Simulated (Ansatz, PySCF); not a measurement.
Energy landscape of H₂O, singlet: symmetric bend, bond length relaxed. Scanned: H-O-H angle. Other coordinates (O-H bond length) were minimised at PBE0/def2-TZVP.

- CCSDT(Q)/cc-pVDZ = CCSDT(Q) on RHF/cc-pVDZ, frozen core in Ansatz (a first-principles code)
- RHF/STO-3G = restricted Hartree-Fock/STO-3G (PySCF 2.14.0)
- CCSDT/cc-pVDZ = CCSDT on RHF/cc-pVDZ, frozen core (Ansatz)
- FCI/cc-pVDZ = full CI/cc-pVDZ, frozen core (Ansatz)

Energies relative to the lowest point of each profile, in kcal/mol:

| a / ° | CCSDT(Q)/cc-pVDZ | RHF/STO-3G | CCSDT/cc-pVDZ |
|---|---|---|---|
| 180 | 36.6 | 70.0 | 36.6 |
| 170.75 | 35.3 | 67.5 | 35.2 |
| 159.47 | 30.4 | 58.4 | 30.4 |
| 148.42 | 23.3 | 45.1 | 23.3 |
| 138.06 | 15.8 | 31.0 | 15.8 |
| 128 | 9.0 | 18.3 | 9.0 |
| 119.05 | 4.0 | 9.0 | 4.0 |
| 111.31 | 1.1 | 3.3 | 1.1 |
| 98.11 | 0.0 | 0.0 | 0.0 |
| 89.13 | 2.6 | 3.4 | 2.6 |
| 79.46 | 8.8 | 12.8 | 8.8 |
| 60 | 33.9 | 51.6 | 34.0 |

**Question.** Estimate the FCI/cc-pVDZ values at these points.

**Answer.** 180: 36.6; 170.75: 35.3; 159.47: 30.4; 148.42: 23.3; 138.06: 15.8; 128: 9.0; 119.05: 4.0; 111.31: 1.1; 98.11: 0.0; 89.13: 2.6; 79.46: 8.8; 60: 33.9 (kcal/mol).
